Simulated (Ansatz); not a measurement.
**SiHF3: vertical ionisation energy**

One table from this session's results is given with a row withheld; the runs are named, their logs left out.

Program: Ansatz 0.2.0, Gaussian basis. Level of theory: unrestricted cation, the program's frozen cores in correlated methods. These are calculated values, not measurements.

The runs, in order: UKS PBE-D4/def2-TZVPP; UKS r2SCAN-D4/def2-TZVPP; UKS PBE0-D4/def2-TZVPP; UKS B3LYP-D4/def2-TZVPP; UKS wB97X-V/def2-TZVPP; UKS wB97M-V/def2-TZVPP; UKS B2PLYP/def2-TZVPP; UHF-CCSD(T)/def2-TZVPP; UHF-MP2/def2-QZVPP; extrapolation to the limit; then −ε(HOMO) from the neutral's earlier runs with LDA (SPW92), PBE-D4, revPBE-D4, BLYP-D4, r2SCAN-D4, B97M-V, PBE0-D4, B3LYP-D4, r2SCANh-D4, r2SCAN0-D4, HSE06-D4, BHLYP-D4, CAM-B3LYP-D4, LC-ωPBE, ωB97X-V, ωB97M-V.

## The geometry

The geometry comes from an earlier relaxation with PBE0-D4 in a triple-zeta def2 set; it is a stationary point.

5 atoms, charge 0, spin multiplicity 1.

Atoms are counted from 1 here; the program's logs count them from 0.

Bond lengths: F1–Si2 1.573 Å, Si2–F3 1.573 Å, Si2–F4 1.573 Å, Si2–H5 1.461 Å. Angles: F1–Si2–F3 108.3°, F1–Si2–F4 108.3°, F1–Si2–H5 110.7°, F3–Si2–F4 108.3°, F3–Si2–H5 110.7°, F4–Si2–H5 110.7°.

The first run:

Input file in.yaml:

```yaml
crystal:
  periodic: [false, false, false]
  atoms:
    - {symbol: F, position_ang: [-0.447083, -0.082184, 1.491262]}
    - {symbol: Si, position_ang: [0.040671, 0.001695, -0.001766]}
    - {symbol: F, position_ang: [-0.597060, 1.281427, -0.657249]}
    - {symbol: F, position_ang: [-0.495894, -1.263340, -0.767179]}
    - {symbol: H, position_ang: [1.499366, 0.062413, -0.065058]}
basis:
  gaussian: {orbitals: def2-TZVPP}
total_charge: 1
magnetization: {spin_polarized: true, initial_magnetization: 1}
hamiltonian: {xc: pbe, dispersion: d4}
```

Steps of the session up to this table: Cation, UKS PBE-D4/def2-TZVPP; Cation, UKS r2SCAN-D4/def2-TZVPP; Cation, UKS PBE0-D4/def2-TZVPP; Cation, UKS B3LYP-D4/def2-TZVPP; Cation, UKS wB97X-V/def2-TZVPP; Cation, UKS wB97M-V/def2-TZVPP; Cation, UKS B2PLYP (frozen core)/def2-TZVPP; Cation, UHF-CCSD(T)/def2-TZVPP; Cation, UHF-MP2/def2-QZVPP.

One table of the session follows, with a row left open; its other results are not shown here.

For comparison, −ε(HOMO) of the neutral from earlier runs:

| functional | −ε(HOMO) (eV) |
| --- | --- |
| LDA (SPW92) | 9.67 |
| PBE-D4 | 9.55 |
| revPBE-D4 | 9.49 |
| BLYP-D4 | 9.51 |
| r2SCAN-D4 | 9.99 |
| B97M-V | 10.03 |
| PBE0-D4 | 11.22 |
| B3LYP-D4 | 11.01 |
| r2SCANh-D4 | 10.60 |
| r2SCAN0-D4 | 11.51 |
| HSE06-D4 | 10.81 |
| BHLYP-D4 | ? |
| CAM-B3LYP-D4 | 12.75 |
| LC-ωPBE | 14.09 |
| ωB97X-V | 13.74 |
| ωB97M-V | 13.56 |

**Question.** Estimate the row for BHLYP-D4.

Worked estimate for «−ε(HOMO) (eV)». Against the share of exact exchange, BLYP-D4 (0, 9.51), B3LYP-D4 (0.2, 11.01) give a slope of 7.50 per unit share; at 0.5 the line stands at 13.26.

As computed: −ε(HOMO) (eV): 12.86. In «−ε(HOMO) (eV)» the line misses by +0.40.

Caveats from the session: The cation may have settled in a state other than its lowest; no search over hole states beyond the program's own was made.
